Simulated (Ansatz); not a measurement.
We consider hcp Lu, described by BLYP in Ansatz (plane waves, PAW).

Run with plane-wave cutoff 520 eV, 18×18×10 k mesh (along the axes of the cell as run), Fermi–Dirac smearing 0.05 eV, scalar-relativistic PAW data made under PBE.

Results at a series of volumes:

```
V (Å³/atom)  E − E_lowest (meV/atom)  P (GPa)
-----------  -----------------------  -------
28.592                          7.10    1.971
29.188                          1.72    0.940
29.783                          0.00    0.000
30.379                          1.62   -0.857
30.975                          6.28   -1.638
```

### Question
Estimate the bulk modulus from the pressures at 29.188 and 30.379 Å³/atom, and compare it with a fit to all energies.

### Answer
B = −V dP/dV. Between V = 29.188 and 30.379 Å³/atom, dP/dV = (-0.857 − (0.940))/(30.379 − 29.188) = -1.51 GPa per Å³/atom; at the midpoint 29.784 Å³/atom this gives B ≈ 44.9 GPa. The third-order Birch–Murnaghan fit gives V0 = 29.783 Å³/atom, B0 = 44.9 GPa, B′ = 3.6, which lies within 1 % of that estimate.

Shape and atoms are relaxed at each volume.

Measured, for comparison: bulk modulus 47.6 GPa (room temperature, no zero-point or thermal correction; as tabulated in Wikipedia's data pages); equilibrium volume per atom 29.52 Å³/atom (room temperature, no zero-point or thermal correction; as tabulated in Söderlind et al. (2014), doi:10.1088/0953-8984/26/41/416001). Computed (rounded) less measured: bulk modulus -6 %, equilibrium volume per atom +0.9 %.

Note: the bulk modulus comes from volumes at which shape and atoms were relaxed.

Spin–orbit coupling is not included.

Computed values are for the static lattice.

The result took very roughly 6 core-minutes.

Ansatz is a program for electronic structure.
